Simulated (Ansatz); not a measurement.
```yaml
crystal:
  periodic: [false, false, false]
  atoms:
    - {symbol: S, position_ang: [-1.533376, -0.051684, -0.000898]}
    - {symbol: C, position_ang: [-0.050066, 0.494161, 0.002910]}
    - {symbol: S, position_ang: [1.484693, -0.165197, -0.000406]}
    - {symbol: H, position_ang: [2.145304, 1.011047, 0.006821]}
basis:
  gaussian: {orbitals: def2-TZVP}
magnetization: {spin_polarized: true, initial_magnetization: 1}
hamiltonian: {xc: pbe0}
relax: {f_tol: 0.004, max_steps: 80}
```

```sh
$ ansatz run in.yaml --threads 1 --pin off --events-out ev --progress --plain --max-ram 2176MiB
```

Steps of the relaxation (energy above the last step; positions in Å, forces in eV/Å):

```
4
step 1, 6.0 meV
S    -1.533   -0.052   -0.001    0.369    0.186    0.001
C    -0.050    0.494    0.003   -0.526   -0.288   -0.002
S     1.485   -0.165    0.000    0.042    0.178    0.001
H     2.145    1.011    0.007    0.114   -0.077    0.000
```

```
4
step 2, 1.4 meV
S    -1.538   -0.056   -0.001    0.216    0.115    0.001
C    -0.061    0.492    0.003   -0.213   -0.155   -0.001
S     1.481   -0.155    0.000   -0.007    0.046    0.000
H     2.164    1.008    0.007    0.004   -0.006    0.000
```

```
4
step 3, 0.5 meV
S    -1.536   -0.054   -0.001   -0.007    0.030    0.000
C    -0.062    0.488    0.003    0.003   -0.051    0.000
S     1.480   -0.154    0.000    0.012    0.019    0.000
H     2.165    1.008    0.007   -0.008    0.003    0.000
```

```
4
step 4, 0.3 meV
S    -1.537   -0.052   -0.001   -0.035    0.011    0.000
C    -0.062    0.485    0.003    0.037   -0.028    0.000
S     1.482   -0.154    0.000    0.003    0.014    0.000
H     2.164    1.009    0.007   -0.006    0.004    0.000
```

```
4
step 6, 0.0 meV
S    -1.540   -0.046   -0.001    0.000    0.000    0.000
C    -0.060    0.477    0.003    0.000    0.000    0.000
S     1.485   -0.155    0.000    0.000    0.000    0.000
H     2.160    1.013    0.007    0.000    0.000    0.000
```

Close pairs at the end: S3–H4 1.349 Å, S1–C2 1.570 Å, C2–S3 1.669 Å.

A stationary point of unrestricted PBE0 after 6 steps, with ⟨S²⟩ = 0.757 against 0.75 for a pure state; no frequencies were run, so it isn't proven a minimum. 22 s on 1 thread of Intel Xeon Platinum 8375C, shared host.
